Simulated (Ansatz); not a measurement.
in.yaml

```yaml
crystal:
  periodic: [false, false, false]
  atoms:
    - {symbol: Ga, position_ang: [0.000000, -0.008145, -0.054429]}
    - {symbol: H, position_ang: [0.000000, 2.108553, -0.253089]}
    - {symbol: H, position_ang: [0.000000, 0.374377, 2.107655]}
    - {symbol: H, position_ang: [0.000000, -1.528818, -0.197150]}
    - {symbol: H, position_ang: [0.000000, -0.390667, 2.107655]}
basis:
  gaussian: {orbitals: "6-31G*"}
total_charge: 1
magnetization: {spin_polarized: false}
correlation: {method: mp2, electrons: all}
output: {forces: true}
```

```sh
$ ansatz run in.yaml --threads 1 --pin off --events-out ev --progress --plain --max-ram 2393MiB
```

Problem. Roughly how long does this take on 1 thread of Arm Neoverse V1, shared host, and how much host memory?

Solution. 0.75 s wall and 0.18 GiB.

```
439 factors; integrals over basis functions are off by at most 1.1e-3 eV
mean field evaluation 1: about -52378.8687 eV, gradient 7.6e0 eV
mean field evaluation 2: about -52378.8739 eV, gradient 7.6e0 eV
mean field evaluation 4: about -52379.2817 eV, gradient 3.0e-1 eV
mean field evaluation 8: about -52379.2826 eV, gradient 4.0e-4 eV
mean field -52379.28257216 eV, -1924.9031305739 hartree, gradient 1.8e-6 eV, S^2 0.000000; 0 other end points of the search recorded, 0 dependent functions left out; unrestricted orbitals would lower it
reference -52379.28257216 eV, -1924.9031305739 hartree; 17, 17 occupied and 26, 26 virtual orbitals, 439 factors
second order -8.27834308 eV of doubles, -0.00000000 eV of singles
the calculation of the forces begins
mean field evaluation 16: about -52379.2762 eV, gradient 5.1e-2 eV
Total energy: -52387.56091523 eV, -1925.2073540707 hartree
Atom 0 at     0.000000    -0.008145    -0.054429 Å, force     0.000000     3.618151    -0.425754 eV/Å
Atom 1 at     0.000000     2.108553    -0.253089 Å, force    -0.000000    -3.302381     0.286895 eV/Å
Atom 2 at     0.000000     0.374377     2.107655 Å, force    -0.000000    -0.483421     0.079901 eV/Å
Atom 3 at     0.000000    -1.528818    -0.197150 Å, force     0.000000    -0.307800    -0.059279 eV/Å
Atom 4 at     0.000000    -0.390667     2.107655 Å, force    -0.000000     0.475452     0.118237 eV/Å
Dipole moment:    -0.000000     0.027206     0.198180 e Å
```

Forces (eV/Å):
```
Ga   0.000  3.618 -0.426
H    0.000 -3.302  0.287
H    0.000 -0.483  0.080
H    0.000 -0.308 -0.059
H    0.000  0.475  0.118
```
